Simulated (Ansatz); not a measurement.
Reaction (SMILES): [CH2]F (CH2-F) → C atom + F atom + 2 H atom
B3LYP-D3(BJ)/def2-TZVP geometries, fixed; electronic energies without zero-point terms.
Largest species:
```xyz
4

C     -0.0106     0.4978     0.4277
F      0.0121    -0.4855    -0.4825
H     -0.9803     0.6938     0.8618
H      0.9347     0.6892     0.9145
```
Charge 0, spin multiplicity 2.

Basis-set convergence of the atomisation energy at MP2 with Ansatz (a quantum-chemistry and plane-wave program). Cartesian d functions, on some or all atoms, in 6-31G*, 6-31G**; all else is spherical. Cores are frozen. Open shells are unrestricted. No added dispersion term, no relativity. Functions are those of the species that has most. Reference: Hartree-Fock in cc-pVQZ plus the correlation part extrapolated as X^-3 from cc-pVTZ and cc-pVQZ, 319.21 kcal/mol, itself unsure by roughly 1.32 kcal/mol (a third of the extrapolation step and of the last Hartree-Fock step). Deviations are taken from unrounded values.

| basis | functions | atomisation energy (kcal/mol) | minus reference (kcal/mol) |
|---|---|---|---|
| STO-3G | 12 | 289.10 | -30.11 |
| 3-21G | 22 | 264.19 | -55.02 |
| 6-31G | 22 | 260.91 | -58.30 |
| pcseg-0 | 22 | 260.88 | -58.33 |
| 6-31G* | 34 | 290.04 | -29.17 |
| pcseg-1 | 38 | 297.08 | -22.13 |
| 6-31G** | 40 | 300.21 | -19.00 |
| 6-311G** | 48 | 297.47 | -21.74 |
| aug-cc-pVDZ | 64 | 298.36 | -20.85 |
| pcseg-2 | 88 | 313.14 | -6.07 |
| jun-cc-pV(T+d)Z | 106 | 312.21 | -7.00 |
| aug-cc-pVTZ | 138 | 313.43 | -5.78 |
| pcseg-3 | 186 | 317.67 | -1.53 |

Of the sets listed that have larger relatives (same family, alike in diffuse functions), none stays within 4 kcal/mol of the reference together with them. Inside, with no larger relative to test it: pcseg-3.
